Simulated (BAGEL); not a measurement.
# One shape, several levels: C3H3FN− (SMILES C[C-](F)C#N)

Aim: a comparison of 4 runs (B3LYP/6-31G*, B3LYP/cc-pVDZ, PBE0/cc-pVDZ, RI-MP2/cc-pVDZ) of C3H3FN−. 

Program for the calculation: BAGEL 1.2.2.

2 further runs of the same task are left out: 2 set aside as unsound or not needed.

**1. The system as given**

The species is C3H3FN− (8 atoms), meant as a singlet with charge -1. As SMILES, `C[C-](F)C#N`. The coordinates come from a GFN2-xTB relaxation.

Bond lengths: C1–C2 1.506 Å, C2–F3 1.454 Å, C2–C4 1.365 Å, C4–N5 1.174 Å, C1–H6 1.106 Å, C1–H7 1.096 Å, C1–H8 1.091 Å. Angles: C1–C2–F3 109.5°, C1–C2–C4 119.9°, F3–C2–C4 114.3°, C2–C4–N5 167.3°, C2–C1–H6 114.2°, C2–C1–H7 110.4°, C2–C1–H8 108.6°, H6–C1–H7 107.1°, H6–C1–H8 107.9°, H7–C1–H8 108.3°.

**2. A single-point energy at B3LYP/6-31G(d) (density fitting with qzvpp-jkfit, spherical functions) (run 1)**

input.json reads:

```json
{ "bagel" : [

{
  "title" : "molecule",
  "basis" : "6-31gs.json",
  "df_basis" : "qzvpp-jkfit",
  "angstrom" : "true",
  "geometry" : [
    { "atom" : "C", "xyz" : [      -0.478520,      -0.666750,       0.508180 ] },
    { "atom" : "C", "xyz" : [       0.575830,       0.004080,      -0.332850 ] },
    { "atom" : "F", "xyz" : [       1.841380,       0.005730,       0.383790 ] },
    { "atom" : "C", "xyz" : [       0.291810,       1.175690,      -0.973520 ] },
    { "atom" : "N", "xyz" : [       0.047490,       2.032960,      -1.737040 ] },
    { "atom" : "H", "xyz" : [      -0.634890,      -0.199430,       1.497930 ] },
    { "atom" : "H", "xyz" : [      -0.216430,      -1.716450,       0.684930 ] },
    { "atom" : "H", "xyz" : [      -1.426670,      -0.635830,      -0.031410 ] }
  ]
},

{ "title" : "ks", "xc_func" : "b3lyp", "charge" : -1 },

{ "title" : "print", "file" : "orbitals.molden", "orbitals" : "true" }

]}
```

The basis set 6-31G* is read from a file made from the Basis Set Exchange's data (not shown).

The run is started by

```sh
$ BAGEL_NUM_THREADS=1 BAGEL input.json > input.out
```

What it wrote:

```text
* using 1 threads per process

  ===============================================================
  ===============================================================

  *** Geometry ***

  { "atom" : "C", "xyz" : [     -0.904272,     -1.259975,      0.960321 ] },
  { "atom" : "C", "xyz" : [      1.088161,      0.007710,     -0.628995 ] },
  { "atom" : "F", "xyz" : [      3.479704,      0.010828,      0.725258 ] },
  { "atom" : "C", "xyz" : [      0.551441,      2.221732,     -1.839686 ] },
  { "atom" : "N", "xyz" : [      0.089743,      3.841738,     -3.282530 ] },
  { "atom" : "H", "xyz" : [     -1.199768,     -0.376868,      2.830677 ] },
  { "atom" : "H", "xyz" : [     -0.408993,     -3.243620,      1.294330 ] },
  { "atom" : "H", "xyz" : [     -2.696016,     -1.201545,     -0.059356 ] },

  Number of auxiliary basis functions:      433

  Since a DF basis is specified, we compute 2- and 3-index integrals:
    o Being stored without compression. Storage requirement is 0.020 GB

  Number of basis functions:       76
  Number of electrons      :       37

    * METHOD: MOLECULE                             0.15

  *** Kohn-Sham DFT ***

    * Removing 14649 points whose weight is below 1.00e-10
    * Grid points: 104599

  === Nuclear Repulsion ===
   146.4171635415

       - DIIS with orbital gradients will be used.

  === KS iteration (b3lyp / 6-31gs.json) ===
      0       -231.65571121          0.14828915           0.26
      1       -210.67517583          0.18324127           0.24
      2       -199.91646258          0.24094576           0.25
      3       -250.24719715          0.14753744           0.25
      4       -256.76271103          0.13251090           0.25
      5       -266.07437036          0.08716091           0.25
      6       -270.55297366          0.01647758           0.25
      7       -270.51946094          0.01985310           0.25
      8       -270.65192451          0.00433693           0.25
      9       -270.65743021          0.00152310           0.25
     10       -270.65813083          0.00074028           0.25
     11       -270.65835708          0.00016912           0.24
     12       -270.65836906          0.00004205           0.25
     13       -270.65836955          0.00002875           0.25
     14       -270.65836981          0.00001377           0.24
     15       -270.65836987          0.00000286           0.25
     16       -270.65836987          0.00000171           0.25
     17       -270.65836987          0.00000059           0.25
     18       -270.65836987          0.00000022           0.25
     19       -270.65836987          0.00000010           0.25
     20       -270.65836987          0.00000007           0.25
     21       -270.65836987          0.00000003           0.25
     22       -270.65836987          0.00000001           0.25
     23       -270.65836987          0.00000001           0.25
    * SCF iteration converged.

    * Permanent dipole moment:
           (    0.190327,     1.031281,    -1.125080) a.u.

    * METHOD: KS                                   6.41

    * METHOD: PRINT                                0.01

  ===============================================================
```

Wall time 6.9 s (1 thread of Arm Neoverse V2, shared host); peak memory 0.38 GiB.

**3. The energy at B3LYP/cc-pVDZ (density fitting with qzvpp-jkfit) (run 2)**

calc.json reads:

```json
{ "bagel" : [

{
  "title" : "molecule",
  "basis" : "cc-pvdz.json",
  "df_basis" : "qzvpp-jkfit",
  "angstrom" : "true",
  "geometry" : [
    { "atom" : "C", "xyz" : [      -0.478520,      -0.666750,       0.508180 ] },
    { "atom" : "C", "xyz" : [       0.575830,       0.004080,      -0.332850 ] },
    { "atom" : "F", "xyz" : [       1.841380,       0.005730,       0.383790 ] },
    { "atom" : "C", "xyz" : [       0.291810,       1.175690,      -0.973520 ] },
    { "atom" : "N", "xyz" : [       0.047490,       2.032960,      -1.737040 ] },
    { "atom" : "H", "xyz" : [      -0.634890,      -0.199430,       1.497930 ] },
    { "atom" : "H", "xyz" : [      -0.216430,      -1.716450,       0.684930 ] },
    { "atom" : "H", "xyz" : [      -1.426670,      -0.635830,      -0.031410 ] }
  ]
},

{ "title" : "ks", "xc_func" : "b3lyp", "charge" : -1 },

{ "title" : "print", "file" : "orbitals.molden", "orbitals" : "true" }

]}
```

The basis set cc-pVDZ is read from a file made from the Basis Set Exchange's data (not shown).

The run is started by

```sh
$ BAGEL_NUM_THREADS=1 BAGEL calc.json > calc.out
```

What it wrote:

```text
* using 1 threads per process

  ===============================================================
  ===============================================================

  *** Geometry ***

  { "atom" : "C", "xyz" : [     -0.904272,     -1.259975,      0.960321 ] },
  { "atom" : "C", "xyz" : [      1.088161,      0.007710,     -0.628995 ] },
  { "atom" : "F", "xyz" : [      3.479704,      0.010828,      0.725258 ] },
  { "atom" : "C", "xyz" : [      0.551441,      2.221732,     -1.839686 ] },
  { "atom" : "N", "xyz" : [      0.089743,      3.841738,     -3.282530 ] },
  { "atom" : "H", "xyz" : [     -1.199768,     -0.376868,      2.830677 ] },
  { "atom" : "H", "xyz" : [     -0.408993,     -3.243620,      1.294330 ] },
  { "atom" : "H", "xyz" : [     -2.696016,     -1.201545,     -0.059356 ] },

  Number of auxiliary basis functions:      433

  Since a DF basis is specified, we compute 2- and 3-index integrals:
    o Being stored without compression. Storage requirement is 0.025 GB

  Number of basis functions:       85
  Number of electrons      :       37

    * METHOD: MOLECULE                             0.16

  *** Kohn-Sham DFT ***

    * Removing 14649 points whose weight is below 1.00e-10
    * Grid points: 104599

  === Nuclear Repulsion ===
   146.4171635415

       - DIIS with orbital gradients will be used.

  === KS iteration (b3lyp / cc-pvdz.json) ===
      0       -232.14323343          0.11084641           0.28
      1       -204.47467623          0.17652706           0.27
      2       -221.58965482          0.17731835           0.27
      3       -254.52627678          0.10150469           0.27
      4       -243.94228911          0.13166033           0.27
      5       -269.49553762          0.04598135           0.28
      6       -270.01069115          0.03195378           0.27
      7       -270.24452072          0.02605372           0.27
      8       -270.49510116          0.01750136           0.27
      9       -270.64096320          0.00836596           0.27
     10       -270.67675269          0.00380231           0.28
     11       -270.68492029          0.00041101           0.28
     12       -270.68500560          0.00021793           0.27
     13       -270.68502558          0.00006325           0.27
     14       -270.68502763          0.00001863           0.26
     15       -270.68502766          0.00002060           0.27
     16       -270.68502780          0.00000894           0.27
     17       -270.68502786          0.00000096           0.27
     18       -270.68502786          0.00000048           0.27
     19       -270.68502786          0.00000025           0.27
     20       -270.68502786          0.00000003           0.26
     21       -270.68502786          0.00000002           0.26
     22       -270.68502786          0.00000001           0.27
    * SCF iteration converged.

    * Permanent dipole moment:
           (    0.192957,     0.924547,    -1.034431) a.u.

    * METHOD: KS                                   6.71

    * METHOD: PRINT                                0.01

  ===============================================================
```

It took 7.2 s on 1 thread of Arm Neoverse V2, shared host; peak memory 0.41 GiB.

Run 3 isn't shown in full; the table further down has it.

**4. The energy at RI-MP2/cc-pVDZ (density fitting with qzvpp-jkfit) (run 4)**

input.json reads:

```json
{ "bagel": [

{
  "title": "molecule",
  "basis": "cc-pvdz.json",
  "df_basis": "qzvpp-jkfit",
  "angstrom": "true",
  "geometry": [
    { "atom": "C", "xyz": [   -0.478520,   -0.666750,    0.508180 ] },
    { "atom": "C", "xyz": [    0.575830,    0.004080,   -0.332850 ] },
    { "atom": "F", "xyz": [    1.841380,    0.005730,    0.383790 ] },
    { "atom": "C", "xyz": [    0.291810,    1.175690,   -0.973520 ] },
    { "atom": "N", "xyz": [    0.047490,    2.032960,   -1.737040 ] },
    { "atom": "H", "xyz": [   -0.634890,   -0.199430,    1.497930 ] },
    { "atom": "H", "xyz": [   -0.216430,   -1.716450,    0.684930 ] },
    { "atom": "H", "xyz": [   -1.426670,   -0.635830,   -0.031410 ] }
  ]
},
{
  "title": "hf",
  "charge": -1
},
{
  "title": "mp2",
  "charge": -1,
  "ncore": 5
}

]}
```

The basis set cc-pVDZ is read from a file made from the Basis Set Exchange's data (not shown).

The run is started by

```sh
$ BAGEL_NUM_THREADS=1 BAGEL input.json > input.out
```

What it wrote:

```text
* using 1 threads per process

  ===============================================================
  ===============================================================

  *** Geometry ***

  { "atom" : "C", "xyz" : [     -0.904272,     -1.259975,      0.960321 ] },
  { "atom" : "C", "xyz" : [      1.088161,      0.007710,     -0.628995 ] },
  { "atom" : "F", "xyz" : [      3.479704,      0.010828,      0.725258 ] },
  { "atom" : "C", "xyz" : [      0.551441,      2.221732,     -1.839686 ] },
  { "atom" : "N", "xyz" : [      0.089743,      3.841738,     -3.282530 ] },
  { "atom" : "H", "xyz" : [     -1.199768,     -0.376868,      2.830677 ] },
  { "atom" : "H", "xyz" : [     -0.408993,     -3.243620,      1.294330 ] },
  { "atom" : "H", "xyz" : [     -2.696016,     -1.201545,     -0.059356 ] },

  Number of auxiliary basis functions:      433

  Since a DF basis is specified, we compute 2- and 3-index integrals:
    o Being stored without compression. Storage requirement is 0.025 GB

  Number of basis functions:       85
  Number of electrons      :       37

    * METHOD: MOLECULE                             0.16

  *** RHF ***

  === Nuclear Repulsion ===
   146.4171635415

      * DIIS with orbital gradients will be used.

  === RHF iteration (cc-pvdz.json) ===
      0       -268.91651937          0.01674173           0.04
      1       -269.08232560          0.01352333           0.04
      2       -269.18225234          0.00243855           0.04
      3       -269.18675522          0.00104532           0.04
      4       -269.18764975          0.00024525           0.04
      5       -269.18772672          0.00012814           0.04
      6       -269.18775156          0.00006335           0.04
      7       -269.18775974          0.00002169           0.04
      8       -269.18776064          0.00001449           0.04
      9       -269.18776109          0.00000739           0.04
     10       -269.18776121          0.00000437           0.04
     11       -269.18776125          0.00000149           0.04
     12       -269.18776125          0.00000078           0.04
     13       -269.18776125          0.00000049           0.04
     14       -269.18776125          0.00000019           0.04
     15       -269.18776125          0.00000011           0.04
     16       -269.18776125          0.00000006           0.04
     17       -269.18776125          0.00000003           0.04
     18       -269.18776125          0.00000001           0.04
    * SCF iteration converged.

    * Permanent dipole moment:
           (    0.382848,     0.941549,    -1.105056) a.u.

    * METHOD: HF                                   0.87

  *** RHF ***

  === Nuclear Repulsion ===
   146.4171635415

      * DIIS with orbital gradients will be used.

  === RHF iteration (cc-pvdz.json) ===
      0       -269.18776125          0.00000001           0.04
    * SCF iteration converged.

    * Permanent dipole moment:
           (    0.382849,     0.941549,    -1.105055) a.u.

  === DF-MP2 calculation ===

    * freezing 5 orbitals
    * 3-index integral transformation done
    * assembly done

      MP2 correlation energy:   -0.7435500684      0.04

      MP2 total energy:       -269.9313113222

    * METHOD: MP2                                  0.13

  ===============================================================
```

Wall time 1.3 s (1 thread of Arm Neoverse V2, shared host); peak memory 0.1 GiB.

**5. Overview of the runs**

```tsv
run	level	frozen core orbitals	energy (Eh)	HOMO energy (eV)	LUMO energy (eV)	HOMO–LUMO gap (eV)	wall time
1	B3LYP/6-31G* (density fitting with qzvpp-jkfit, spherical functions)	–	-270.658370	1.57	6.45	4.88	6.9 s
2	B3LYP/cc-pVDZ (density fitting with qzvpp-jkfit)	–	-270.685028	1.39	6.14	4.74	7.2 s
3	PBE0/cc-pVDZ (density fitting with qzvpp-jkfit)	–	-270.387024	1.14	6.37	5.23	6.9 s
4	RI-MP2/cc-pVDZ (density fitting with qzvpp-jkfit)	5	-269.931311	–	–	–	1.3 s
```

**6. Summary of results**

```
                                          quantity          value
                               run 4: total energy  -269.93131 Eh
run 4: correlation energy (5 core orbitals frozen)     -743.6 mEh
```

In words: Over runs 1, 2, 3 the HOMO–LUMO gap runs from 4.74 eV (B3LYP/cc-pVDZ) to 5.23 eV (PBE0/cc-pVDZ). The empty levels of an anion lie above zero and hang on the basis. Totals of different functionals can't be ranked against each other. In runs 1, 2, 3 the HOMO lies above zero, so the outermost electron may be held by the basis alone. All runs together took 22 s, the longest 7.2 s.
